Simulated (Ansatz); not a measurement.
# NaH2O+ (SMILES [OH2+][Na]): functionals against CCSD(T) at one geometry

A test off equilibrium: a structure displaced at random from a GFN2-xTB minimum is computed at several levels, and each is set against CCSD(T).

Method: single points in def2-TZVPP; program: Ansatz 0.2.0, Gaussian basis.

Cores are frozen in the correlated methods. The outer core shell of Li, Na, Mg and K is correlated. B3LYP uses VWN-RPA correlation.

### 1 The starting structure

SMILES `[OH2+][Na]`, 4 atoms, charge 1, spin multiplicity 1.

Atoms are counted from 1 here; the program's logs count them from 0.

Bond lengths: O1–Na2 2.228 Å, O1–H3 0.991 Å, O1–H4 0.981 Å. Angles: Na2–O1–H3 122.6°, Na2–O1–H4 125.7°, H3–O1–H4 111.7°.

Coordinates:

```
O    -0.2051    0.0521   -0.1976
Na    1.5369   -0.4826    1.0837
H    -1.0085    0.5102    0.1587
H    -0.2958   -0.1489   -1.1534
```

### 2 CCSD(T)/def2-TZVPP

The input, run/in.yaml:

```yaml
crystal:
  periodic: [false, false, false]
  atoms:
    - {symbol: O, position_ang: [-0.205100, 0.052100, -0.197600]}
    - {symbol: Na, position_ang: [1.536900, -0.482600, 1.083700]}
    - {symbol: H, position_ang: [-1.008500, 0.510200, 0.158700]}
    - {symbol: H, position_ang: [-0.295800, -0.148900, -1.153400]}
basis:
  gaussian: {orbitals: def2-TZVPP}
total_charge: 1
correlation: {method: ccsd_t}
output: {forces: true}
```

No record of the launch command was kept for these runs.

### 3 PBE0-D4/def2-TZVPP

run/in.yaml: that of step 2 with these lines changed.

```diff
@@ -10,3 +10,3 @@
 total_charge: 1
-correlation: {method: ccsd_t}
-output: {forces: true}
+hamiltonian: {xc: pbe0, dispersion: d4}
+output: {forces: true, orbitals: {seedname: orbitals}}
```

### 4 wB97M-V/def2-TZVPP

run/in.yaml: that of step 3 with these lines changed.

```diff
@@ -10,3 +10,3 @@
 total_charge: 1
-hamiltonian: {xc: pbe0, dispersion: d4}
-output: {forces: true, orbitals: {seedname: orbitals}}
+hamiltonian: {xc: {name: wB97M-V}}
+output: {forces: true}
```

### 5 r2SCAN-D4/def2-TZVPP

run/in.yaml: that of step 4 with these lines changed.

```diff
@@ -10,3 +10,3 @@
 total_charge: 1
-hamiltonian: {xc: {name: wB97M-V}}
+hamiltonian: {xc: r2scan, dispersion: d4}
 output: {forces: true}
```

### 6 PBE-D4/def2-TZVPP

run/in.yaml: that of step 5 with these lines changed.

```diff
@@ -10,3 +10,3 @@
 total_charge: 1
-hamiltonian: {xc: r2scan, dispersion: d4}
+hamiltonian: {xc: pbe, dispersion: d4}
 output: {forces: true}
```

### 7 SPW92/def2-TZVPP

run/in.yaml: that of step 6 with these lines changed.

```diff
@@ -10,3 +10,3 @@
 total_charge: 1
-hamiltonian: {xc: pbe, dispersion: d4}
+hamiltonian: {xc: lda}
 output: {forces: true}
```

### 8 B3LYP-D4/def2-TZVPP

run/in.yaml: that of step 7 with these lines changed.

```diff
@@ -10,3 +10,3 @@
 total_charge: 1
-hamiltonian: {xc: lda}
+hamiltonian: {xc: {name: B3LYP}, dispersion: d4}
 output: {forces: true}
```

(Steps that only read results are left out.)

**Question.** What will these runs give? Wanted: energy less free atoms, CCSD(T)/def2-TZVPP; RMS force component; RMS force error; HOMO and LUMO, PBE0-D4; T1 diagnostic.

As calculated:

| quantity | value |
| --- | --- |
| energy less free atoms, CCSD(T)/def2-TZVPP | -131.9 kcal/mol |
| RMS force component | 0.389 to 0.628 eV/Å over the methods |
| RMS force error | PBE0-D4 0.050, wB97M-V 0.046, r2SCAN-D4 0.040, PBE-D4 0.236, SPW92 0.322, B3LYP-D4 0.071 eV/Å |
| HOMO and LUMO, PBE0-D4 | -14.78 and -5.67 eV |
| T1 diagnostic | 0.007 |

Against CCSD(T) the functionals' energies less atoms differ by -36.9 to +3.6 kcal/mol, PBE-D4 by -2.5 kcal/mol. A larger basis would deepen the CCSD(T) value, while the functionals are nearly converged already, so the order here is not reliable. For forces r2SCAN-D4 does best and SPW92 worst. Frozen-core CCSD(T) forces in triple zeta carry basis errors of their own, and this is one geometry, so small gaps rank nothing.
